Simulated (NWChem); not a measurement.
propene (C3H6); SMILES CC=C

Computed with NWChem. Pople sets run with spherical d functions. All runs use the structure optimised with PBE0/def2-SVP. Computed dipoles belong to the equilibrium geometry; the measured one is vibrationally averaged.

Measured dipole moment: 0.36 D (NIST CCCBDB, as tabulated in the package chemicals).

| level | dipole moment (D) | computed − measured | relative time (rough) |
|---|---|---|---|
| B3LYP/STO-3G | 0.30 | -0.06 | 1 |
| B3LYP/3-21G | 0.36 | 0.00 | 1 |
| B3LYP/6-31G* | 0.37 | +0.01 | 2 |
| B3LYP/6-31+G* | 0.44 | +0.08 | 3 |
| B3LYP/def2-SVP | 0.41 | +0.05 | 2 |
| B3LYP/def2-SVPD | 0.41 | +0.05 | 5 |
| B3LYP/def2-TZVP | 0.42 | +0.06 | 10 |
| B3LYP/6-311++G** | 0.43 | +0.07 | 8 |
